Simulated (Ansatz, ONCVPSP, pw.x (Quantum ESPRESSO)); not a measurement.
# pw.x on bcc Cu: one setting changed

Potential: optimised norm-conserving Vanderbilt (ONCV), ONCVPSP 4.0.1.1 (patched build), LDA (Perdew-Wang 92); core [Ar], reference 3d10 4s0.75 4p0.25; waves: 4s: rc 2.40 bohr, ncon 3, nbas 7, qcut 3.2 1/bohr, 2 projectors, debl 1.9 Ha; 4p: rc 2.00 bohr, ncon 3, nbas 7, qcut 3.2 1/bohr, 2 projectors, debl 1.9 Ha; 3d: rc 1.25 bohr, ncon 3, nbas 7, qcut 11.2 1/bohr, 2 projectors, debl 3.9 Ha; local part: polynomial inside 1.15 bohr (lpopt 4, dvloc0 3 Ha); core correction: Teter function, fcfact 4.25, rcfact 1.55.

The reference run (k-mesh 16³, cutoffs 140/560 Ry, Fermi–Dirac 0.01 Ry, mixing_beta 0.4, conv_thr 1e-9, no spin) gives -0.48 GPa at 10.940 Å³/atom, where all-electron LAPW gives -0.14 GPa. This run, with its own iteration cap, changes k-mesh points per axis to 3.

```
&control
  calculation='scf', prefix='x', pseudo_dir='./', outdir='./tmp', tstress=.true., disk_io='none'
/
&system
  ibrav=0, nat=1, ntyp=1, ecutwfc=140, ecutrho=560, nbnd=13,
  occupations='smearing', smearing='fd', degauss=0.01
/
&electrons
  conv_thr=1e-09, mixing_beta=0.4, electron_maxstep=50
/
ATOMIC_SPECIES
Cu 1.0 Cu.UPF
CELL_PARAMETERS angstrom
  -1.39846771 1.39846771 1.39846771
  1.39846771 -1.39846771 1.39846771
  1.39846771 1.39846771 -1.39846771
ATOMIC_POSITIONS crystal
Cu 0.0000 0.0000 0.0000
K_POINTS automatic
3 3 3 0 0 0
```

```bash
pw.x < Cu.scf.in > Cu.scf.out
```

How does the run end?

It converges in 9 iterations; the free energy moves by -380.2 meV/atom and the pressure by -4.75 GPa.

```
Message from routine setup:
     using ibrav=0 with symmetry is DISCOURAGED, use correct ibrav instead
     lattice parameter (alat)  =       4.5773  a.u.
     unit-cell volume          =      73.8268 (a.u.)^3
     number of electrons       =        11.00
     number of Kohn-Sham states=           13
     kinetic-energy cutoff     =     140.0000  Ry
     charge density cutoff     =     560.0000  Ry
     scf convergence threshold =      1.0E-09
     Exchange-correlation= SLA  PW   NOGX NOGC
     number of k points=     4  Fermi-Dirac smearing, width (Ry)=  0.0100
     iteration #  1     ecut=   140.00 Ry     beta= 0.40
     total energy              =    -118.38896221 Ry
     estimated scf accuracy    <       0.37952345 Ry
     iteration #  2     ecut=   140.00 Ry     beta= 0.40
     total energy              =    -118.50084721 Ry
     estimated scf accuracy    <       0.08843314 Ry
     iteration #  3     ecut=   140.00 Ry     beta= 0.40
     total energy              =    -118.51452497 Ry
     estimated scf accuracy    <       0.00117306 Ry
     iteration #  4     ecut=   140.00 Ry     beta= 0.40
     total energy              =    -118.51484288 Ry
     estimated scf accuracy    <       0.00116794 Ry
     iteration #  5     ecut=   140.00 Ry     beta= 0.40
     total energy              =    -118.51496730 Ry
     estimated scf accuracy    <       0.00003896 Ry
     iteration #  6     ecut=   140.00 Ry     beta= 0.40
     total energy              =    -118.51497624 Ry
     estimated scf accuracy    <       0.00000133 Ry
     iteration #  7     ecut=   140.00 Ry     beta= 0.40
     total energy              =    -118.51497603 Ry
     estimated scf accuracy    <       0.00000048 Ry
     iteration #  8     ecut=   140.00 Ry     beta= 0.40
     total energy              =    -118.51497608 Ry
     estimated scf accuracy    <       0.00000001 Ry
     iteration #  9     ecut=   140.00 Ry     beta= 0.40
     the Fermi energy is    14.6037 ev
!    total energy              =    -118.51497609 Ry
     estimated scf accuracy    <          5.8E-10 Ry
     smearing contrib. (-TS)   =      -0.00127483 Ry
     The total energy is F=E-TS. E is the sum of the following terms:
     one-electron contribution =     -18.62883049 Ry
     hartree contribution      =      26.00964299 Ry
     xc contribution           =     -42.58128223 Ry
     ewald contribution        =     -83.31323152 Ry
     convergence has been achieved in   9 iterations
          total   stress  (Ry/bohr**3)                   (kbar)     P=      -52.27
     Message from routine punch:
     Nothing written, as per user request (disk_io='none')
```

The run took about 1.5 s on one core of a shared host (AMD EPYC 9R45 96-Core Processor, 96 threads, 376 GiB, load 37).
